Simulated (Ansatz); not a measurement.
Start from `OPS` and change one atom or group to get `NP(O)S`.

Ansatz, PBE0-D4/def2-TZVP geometries, multiplicity 1. Each molecule was computed in one conformer, which needn't be the lowest.

```tsv
property	`OPS`
HOMO energy (PBE0/def2-TZVPP) / eV	-7.18
LUMO energy (PBE0/def2-TZVPP) / eV	-0.30
LUMO energy (ωB97M-V/def2-TZVPP) / eV	1.49
size of the dipole moment (ωB97M-V/def2-TZVPP) / D	1.75
HOMO–LUMO gap (B3LYP/def2-TZVPP) / eV	6.41
zero-point energy (PBE0-D4/def2-TZVP) / kJ/mol	89.2
```

**Question.** Give the same properties after the change, and the shifts. (An estimate is asked.)

**Answer.** The calculation gave: 
```tsv
property	`NP(O)S`	shift
HOMO energy (PBE0/def2-TZVPP) / eV	-6.65	0.53
LUMO energy (PBE0/def2-TZVPP) / eV	0.00	0.30
LUMO energy (ωB97M-V/def2-TZVPP) / eV	1.86	0.37
size of the dipole moment (ωB97M-V/def2-TZVPP) / D	2.21	0.46
HOMO–LUMO gap (B3LYP/def2-TZVPP) / eV	6.20	-0.21
zero-point energy (PBE0-D4/def2-TZVP) / kJ/mol	134.6	45.4
```

With PBE0 the HOMO rises by 0.53 eV and the LUMO rises by 0.30 eV, so the gap narrows by about 0.23 eV. PBE moves the HOMO by 0.51 eV and ωB97M-V by 0.52 eV. The zero-point energy changes by 45.4 kJ/mol with +6 modes. Dipoles are sizes alone; their direction can turn.

B3LYP here is the variant with VWN-RPA as its local correlation; programs differ in this.
